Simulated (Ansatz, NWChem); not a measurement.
**Exact exchange and the vertical energy of the quartet above the doublet of C2H3O2**

C2H3O2 has 7 atoms, charge 0, and is taken as a doublet. SMILES: `CC([O])=O`. Geometry: relaxed at PBE0-D4/def2-TZVP.

The vertical energy of the quartet above the doublet y, in eV, basis aug-cc-pVDZ; a is the functional's share of exact exchange. Programs: Ansatz 0.2.0, NWChem 7.3.0.

| functional | program | a | y (eV) |
| --- | --- | --- | --- |
| UTPSS | NWChem | 0 | 5.73 |
| U-r2SCAN | Ansatz | 0 | 5.57 |
| UB3LYP | NWChem | 0.2 | ? |
| UPBE0 | NWChem | 0.25 | 5.47 |
| UBHLYP | NWChem | 0.5 | 4.97 |

Task: Fit y = c + s·a to the known rows and predict UB3LYP.

Result: 
1. Means of the 4 rows: a = 0.1875, y = 5.435.
2. Σ(Δa)² = 0.17188, Σ(Δa·Δy) = -0.22375, so the slope is -0.22375/0.17188 = -1.3018.
3. Intercept: 5.435 − (-1.3018) × 0.1875 = 5.679. The largest residual of the fit is 0.12.
4. UB3LYP: 5.679 + (-1.3018) × 0.2 = 5.42 eV.

The run gave 5.61 eV, so the prediction is off by -0.19 eV, more than the scatter of the fit. Exact exchange favours the state with more unpaired electrons. The rows mix families of semi-local functionals, which the line can't see.
